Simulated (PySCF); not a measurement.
# CH5Al (AlH2Me): B3LYP/STO-3G

Aim: the vertical ionisation energy of CH5Al (AlH2Me) at B3LYP/STO-3G, from 2 runs. 

The results are computed with PySCF 2.14.0.

9 further runs of the same task are left out: 1 that didn't finish, 8 set aside as unsound or not needed.

## (1) The molecule

The species is CH5Al (7 atoms), meant as a singlet with charge 0. As SMILES, `[H][Al]([H])[CH3]`. The shape comes from GFN2-xTB, which is rough for such elements, and wasn't checked as a minimum.

Bond lengths: Al1–C4 1.985 Å, Al1–H2 1.551 Å, Al1–H3 1.551 Å, C4–H5 1.097 Å, C4–H6 1.098 Å, C4–H7 1.098 Å. Angles: Al1–C4–H5 113.2°, Al1–C4–H6 112.2°, Al1–C4–H7 112.2°, H2–Al1–C4 123.8°, H3–Al1–C4 123.7°, H5–C4–H6 106.1°, H5–C4–H7 105.9°, H6–C4–H7 106.7°, H2–Al1–H3 112.5°.

## (2) The energy at B3LYP/STO-3G

Input file calc.py:

```python
# AlH2Me
from pyscf import gto, dft

system = gto.Mole()
system.atom = '''
Al     1.005788     1.749849    -0.005367
H      3.929893     1.947797     0.074587
H     -0.296838     4.375869    -0.062021
C     -0.863227    -1.501463    -0.005197
H     -1.093414    -2.312722    -1.899364
H     -2.776461    -1.304459     0.772577
H      0.094278    -2.954851     1.124765
'''
system.max_memory = 1860
system.verbose = 3
system.unit = 'bohr'
system.basis = 'sto-3g'
system.build()

myscf = dft.RKS(system)
myscf.xc = 'b3lyp'
myscf.conv_tol = 1e-10
myscf.grids.level = 5
myscf.kernel()
if not myscf.converged:
    myscf = myscf.newton().run(myscf.mo_coeff, myscf.mo_occ)

etot = myscf.e_tot
print('E = %.10f Eh' % etot)
```

Command:

```bash
$ OMP_NUM_THREADS=1 python calc.py
```

Log:

```text
converged SCF energy = -280.145623047379
E = -280.1456230474 Eh
```

Run time: 2.7 s. Hardware: 1 thread of Arm Neoverse V2, shared host; peak memory 0.2 GiB.

## (3) The doublet cation, same level

Input file run.py:

```python
from pyscf import gto, dft

mol = gto.M(
    atom=[
    ('Al', (0.532240, 0.925980, -0.002840)),
    ('H', (2.079610, 1.030730, 0.039470)),
    ('H', (-0.157080, 2.315610, -0.032820)),
    ('C', (-0.456800, -0.794540, -0.002750)),
    ('H', (-0.578610, -1.223840, -1.005100)),
    ('H', (-1.469240, -0.690290, 0.408830)),
    ('H', (0.049890, -1.563640, 0.595200)),
],
    verbose=4,
    basis='sto-3g',
    spin=1,
    max_memory=1860,
    charge=1,
)

calc0 = dft.UKS(mol)
calc0.xc = 'b3lyp'
calc0.conv_tol = 1e-10
calc0.grids.level = 5
calc0.kernel()
if not calc0.converged:
    calc0 = calc0.newton().run(calc0.mo_coeff, calc0.mo_occ)

e_tot = calc0.e_tot
print('E(%s) = %.9f' % ('B3LYP', e_tot))
```

Command:

```bash
$ OMP_NUM_THREADS=1 python run.py
```

Log:

```text
PySCF version 2.14.0

[... 67 lines left out ...]
WARN: beta  nocc = 11  HOMO -0.457009412456421 >= LUMO -0.456448102139616
[... 1 line left out ...]
WARN: HOMO -0.457009412456421 >= LUMO -0.456448102139616
[... 58 lines left out ...]
converged SCF energy = -279.824010434126  <S^2> = 0.76038468  2S+1 = 2.0103579
E(B3LYP) = -279.824010434
```

Wall time 8.1 s (1 thread of Arm Neoverse V2, shared host); peak memory 0.21 GiB.

## (4) Summary of results

Level: B3LYP/STO-3G.

| quantity | value |
| --- | --- |
| singlet CH5Al: total energy | -280.14562 Eh |
| singlet CH5Al: dipole moment | 0.21 D |
| singlet CH5Al: HOMO energy | -5.50 eV |
| singlet CH5Al: LUMO energy | 3.96 eV |
| singlet CH5Al: HOMO–LUMO gap | 9.46 eV |
| doublet cation: total energy | -279.82401 Eh |
| doublet cation: HOMO energy (highest over α and β) | -12.86 eV |
| doublet cation: LUMO energy (lowest over α and β) | -11.88 eV |
| doublet cation: ⟨S²⟩ | 0.760 |
| vertical ionisation energy (to the doublet cation) | 8.752 eV |

**Reading.** Removing an electron at fixed nuclei costs 8.75 eV (202 kcal/mol). The negative HOMO energy of the first species, 5.50 eV, lies 3.25 eV below that difference. In a minimal basis such a difference can be off by several eV, whatever the method. Mulliken charges (singlet CH5Al) run from -0.44 on C4 to +0.80 on Al1. Mulliken charges (doublet cation) run from -0.38 on C4 to +1.02 on Al1.
